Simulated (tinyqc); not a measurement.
Inside a calculation. Method: geometry optimisation on the RHF/sto-3g surface (energies and gradients from PySCF), for LiH, spin multiplicity 1. Computed by tinyqc, a small Python program that keeps every step (integrals from PySCF). Settings: charge = 0, multiplicity = 1, basis = sto-3g, optimiser = bfgs, first Hessian = 1.0, largest step = 0.1, iteration cap = 30. Command: `OMP_NUM_THREADS=1 python tinyqc.py 24298 24299 out.jsonl` (the two numbers bound the seeds that draw the settings). One thread of a shared host (Intel(R) Xeon(R) Processor @ 2.60GHz), about 0.3 s of CPU time with the checks.

## Step 1: energy and gradient

positions at the start (bohr), order 1Li, 2H:
$$\begin{pmatrix}
0.00000 & 0.00000 & 0.00000 \\
0.00000 & 0.00000 & 2.77412
\end{pmatrix}$$

Self-consistent energy and analytic gradient at these positions.

energy = -7.8629856 hartree

gradient (hartree/bohr), order 1Li, 2H:
$$\begin{pmatrix}
0.0000000 & 0.0000000 & 0.0100082 \\
0.0000000 & 0.0000000 & -0.0100082
\end{pmatrix}$$

## Step 1: move

Quasi-Newton step p = -H^(-1) g (first H = 1 times the unit matrix); steps longer than 0.1 bohr are cut back.

positions after step 1 (bohr), order 1Li, 2H:
$$\begin{pmatrix}
0.00000 & 0.00000 & -0.01001 \\
0.00000 & 0.00000 & 2.78413
\end{pmatrix}$$

## Step 2: energy and gradient

As before.

energy = -7.8631599 hartree

gradient (hartree/bohr), order 1Li, 2H:
$$\begin{pmatrix}
0.0000000 & 0.0000000 & 0.0074155 \\
0.0000000 & 0.0000000 & -0.0074155
\end{pmatrix}$$

## Step 2: move

inverse Hessian in use (bohr^2/hartree):
$$\begin{pmatrix}
1.00000 & 0.00000 & 0.00000 & 0.00000 & 0.00000 & 0.00000 \\
0.00000 & 1.00000 & 0.00000 & 0.00000 & 0.00000 & 0.00000 \\
0.00000 & 0.00000 & 2.43006 & 0.00000 & 0.00000 & -1.43006 \\
0.00000 & 0.00000 & 0.00000 & 1.00000 & 0.00000 & 0.00000 \\
0.00000 & 0.00000 & 0.00000 & 0.00000 & 1.00000 & 0.00000 \\
0.00000 & 0.00000 & -1.43006 & 0.00000 & 0.00000 & 2.43006
\end{pmatrix}$$

Quasi-Newton step p = -H^(-1) g (the inverse Hessian comes from BFGS updates; coordinates in the order x, y, z of each atom); steps longer than 0.1 bohr are cut back.

positions after step 2 (bohr), order 1Li, 2H:
$$\begin{pmatrix}
0.00000 & 0.00000 & -0.03863 \\
0.00000 & 0.00000 & 2.81275
\end{pmatrix}$$

## Convergence

Stop when the largest gradient component is below 3e-5 hartree/bohr. The inverse Hessian follows the BFGS update with s = step, y = change of gradient.

Course of the optimisation:
```
step  E (hartree)  largest gradient (hartree/bohr)
1      -7.8629856                         1.00e-02
2      -7.8631599                         7.42e-03
3      -7.8633814                         4.24e-04
4      -7.8633821                         1.94e-05
```

Final distances (angstrom):
```
pair    distance
2H-1Li   1.51072
```

Converged in 4 steps.
